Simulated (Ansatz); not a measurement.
## H3N (charge +1), SMILES [NH3+]: a ladder of basis sets, step by step

Computed with Ansatz's Python interface.

Input file `h3n.xyz`:
```text
4

N    -0.00020    0.00800    0.29480
H    -0.59750   -0.76330   -0.07800
H    -0.36010    0.89500   -0.12300
H     0.95790   -0.13970   -0.09390
```

Typed at the interpreter:
```pycon
>>> import ansatz as az
>>> molecule = az.Crystal.molecule_from_extxyz("h3n.xyz")
>>> base = molecule.calculation()
>>> base = base.correlation("CCSD(T)").charge(1)
>>> base = base.spin("collinear", total=1)
>>> energies = {}
>>> for basis in ["cc-pVDZ", "cc-pVTZ", "cc-pVQZ"]:
...     r = base.basis(gaussian=basis).run(threads=1, backend="cpu").report
...     size = r["n_frozen"] + r["n_occupied"][0] + r["n_virtual"][0]
...     energies[basis] = (r["reference_energy_ev"] / 27.211386246, r["free_energy_ev"] / 27.211386246)
...     print(f"{basis:14s} {size:4d} orbitals  reference {energies[basis][0]:14.6f} Ha  total {energies[basis][1]:14.6f} Ha")
...
cc-pVDZ          29 orbitals  reference     -55.856930 Ha  total     -56.024784 Ha
cc-pVTZ          72 orbitals  reference     -55.873359 Ha  total     -56.078332 Ha
cc-pVQZ         145 orbitals  reference     -55.877097 Ha  total     -56.093221 Ha
>>> # correlation energy at the basis limit from E(X) = E + A / X^3
>>> small, large = (energies[b][1] - energies[b][0] for b in ("cc-pVTZ", "cc-pVQZ"))
>>> limit = (4 ** 3 * large - 3 ** 3 * small) / (4 ** 3 - 3 ** 3)
>>> print(f"correlation energy: {small:.6f} and {large:.6f} Ha, extrapolated {limit:.6f} Ha")
correlation energy: -0.204973 and -0.216124 Ha, extrapolated -0.224261 Ha
>>> print(f"share caught by the larger set: {100 * large / limit:.1f} %")
share caught by the larger set: 96.4 %
```

Against cc-pVDZ: cc-pVTZ -53.5 mHa and cc-pVQZ -68.4 mHa. The last step alone is -14.89 mHa.

The drop along the ladder measures the basis error, and is no property of the molecule. The geometry is a force-field or estimated start, not a minimum of this method, and the last set is no limit. Much of the fall in a total is atomic energy, which cancels in bond and reaction energies. The run takes the species as open-shell (spin multiplicity 2), which needn't be its ground state. Inner cores stay frozen, so this is valence correlation. An extrapolation from small basis sets is rough. Finished in 24 s on 1 thread of Arm Neoverse V1, with other jobs on the host, peak memory 2 GiB.
